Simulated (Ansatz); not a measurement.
A calculation with Ansatz (development build ahead of 0.2.0).

```yaml
crystal:
  periodic: [false, false, false]
  atoms:
    - { symbol: C, position_ang: [0.15659, -0.46547, 0.30028] }
    - { symbol: O, position_ang: [-0.21317, 0.60764, -0.495] }
    - { symbol: H, position_ang: [1.00808, -0.10911, 1.02975] }
    - { symbol: H, position_ang: [-0.57515, -0.89387, 1.01298] }
    - { symbol: H, position_ang: [0.53115, -1.4029, -0.23087] }
basis:
  gaussian: { orbitals: def2-SVP }
magnetization:
  spin_polarized: true
  initial_magnetization: 1
hamiltonian:
  xc: hf
output:
  forces: true
```

The input is written out in the form of the current development build from the run's settings.

Output:

```json
{"Converged": "yes", "Total energy": "-114.32164 hartree", "Spin squared of the determinant": "0.759", "Stability test": "minimum"}
```

Forces (eV/Å):
```json
{"atom": "C1", "Fx": "1.928", "Fy": "-1.061", "Fz": "1.374"}
{"atom": "O2", "Fx": "0.143", "Fy": "-1.187", "Fz": "0.853"}
{"atom": "H3", "Fx": "-1.443", "Fy": "-0.412", "Fz": "-1.761"}
{"atom": "H4", "Fx": "-0.468", "Fy": "0.989", "Fz": "-0.520"}
{"atom": "H5", "Fx": "-0.161", "Fy": "1.671", "Fz": "0.053"}
```
